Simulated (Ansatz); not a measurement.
A calculation with Ansatz (development build ahead of 0.2.0).

```yaml
crystal:
  periodic: [false, false, false]
  atoms:
    - { symbol: S, position_ang: [0.0, 0.0, -0.82584] }
    - { symbol: F, position_ang: [0.0, 0.0, 0.82584] }
basis:
  gaussian: { orbitals: def2-SVP }
total_charge: 1
magnetization:
  initial_magnetization: 2
hamiltonian:
  xc: hf
correlation:
  method: mp2
  frozen_orbitals: { F: 1, S: 5 }
```

The input is written out in the form of the current development build from the run's settings. Correlation on restricted open-shell orbitals is semicanonical, with singles.

The run gave:

* Converged: yes
* Reference energy: -496.32821 hartree
* Correlation energy: -0.29151 hartree
* Total energy: -496.61972 hartree
* Spin squared of the determinant: 2.000
* Stability test: minimum among restricted orbitals
* Occupied orbitals by symmetry in an Abelian subgroup (alpha; beta): 7 A1 3 B1 3 B2; 7 A1 2 B1 2 B2

Messages of the program:
```
mean field -13505.77874547 eV, -496.3282143503 hartree, gradient 3.4e-6 eV, S^2 2.000000; 0 other ends of a descent, 0 dependent functions left out
```
